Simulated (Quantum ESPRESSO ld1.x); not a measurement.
# C²⁺ in 1s1 2s2 3s1: an all-electron calculation

What are the levels of the carbon ion C2+, how large are its shells, and how does its energy divide?

Program: Quantum ESPRESSO ld1.x 7.5. Level of theory: non-relativistic Kohn-Sham, LDA (Slater exchange, Perdew-Wang correlation), spin-unpolarised, spherical densities, point nucleus. These are calculated values, not measurements, unless marked.

**1. Starting point**

- element: carbon (Z = 6)
- charge: +2
- electrons: 4
- configuration: 1s1 2s2 3s1

The outer shells:

C²⁺
```
1s [↑ ]
2s [↑↓]
3s [↑ ]
```

**2. Self-consistent calculation**

Contents of ld1.in:

```fortran
 &input
    atom='C',
    iswitch=1,
    rel=0,
    dft='PW',
    config='1s1 2s2 3s1',
    verbosity='high',
    prefix='ld1',
    max_out_wfc=37,
    file_charge='ld1.rho',
 /
```

Q: Predict the outcome of this run.

As calculated:

| quantity | value |
| --- | --- |
| total energy | -24.2223 hartree |
| exchange-correlation share of it | 10.09 % |
| −T/E | 0.9944 |
| highest occupied level | 3s, -16.317 eV |
| most extended occupied level | 3s, <r> = 3.23 bohr |
| radius at density 0.001 e/bohr³ | 4.17 bohr |
| maxima of the radial density | 3 |

**Reading.** 3 principal shells are occupied and 3 maxima appear in the radial density. −T/E = 0.9944, near the virial value of 1. This is not the tabulated ground configuration, so its levels and sizes aren't those of the ground state, and no measured value stands beside it.
